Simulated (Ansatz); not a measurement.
Input file:

```yaml
crystal:
  periodic: [false, false, false]
  atoms:
    - {symbol: N, position_ang: [-1.867740, -0.011841, -0.018431]}
    - {symbol: H, position_ang: [-2.165020, 0.955993, -0.018431]}
    - {symbol: H, position_ang: [-2.165019, -0.414140, 0.861829]}
    - {symbol: H, position_ang: [-0.486740, -0.011841, -0.018431]}
    - {symbol: Si, position_ang: [0.953260, -0.011841, -0.018431]}
    - {symbol: H, position_ang: [1.403232, -1.428094, -0.018431]}
    - {symbol: H, position_ang: [1.403234, 0.696285, -1.244942]}
    - {symbol: H, position_ang: [1.403234, 0.696286, 1.208081]}
basis:
  gaussian: {orbitals: cc-pVDZ}
magnetization: {spin_polarized: true, initial_magnetization: 1}
hamiltonian: {xc: {name: PBE}}
output: {orbitals: {seedname: orbitals}}
```

```sh
$ ansatz run in.yaml --threads 1 --pin off --events-out ev --progress --plain --max-ram 4096MiB --backend cpu
```

(1) Roughly how long does this take on 1 thread of AMD EPYC 7R13, shared host, and how much host memory?

```
784 factors; their error is unknown
mean field evaluation 1: about -9449.8635 eV, gradient 3.7e1 eV
mean field evaluation 2: about -9404.3722 eV, gradient 8.6e1 eV
mean field evaluation 4: about -9455.5093 eV, gradient 7.3e0 eV
mean field evaluation 8: about -9455.9085 eV, gradient 1.4e-1 eV
mean field evaluation 16: about -9455.8915 eV, gradient 9.7e-5 eV
mean field -9455.89151215 eV, -347.4976036380 hartree, gradient 1.4e-5 eV, S^2 0.752764; 0 other end points of the search recorded, 0 dependent functions left out
reference -9455.89154796 eV, -347.4976049542 hartree; 14, 13 occupied and 48, 49 virtual orbitals, 784 factors
Total energy: -9455.89154796 eV, -347.4976049542 hartree
```

Answers

(1) 1.4 s wall and 0.27 GiB.
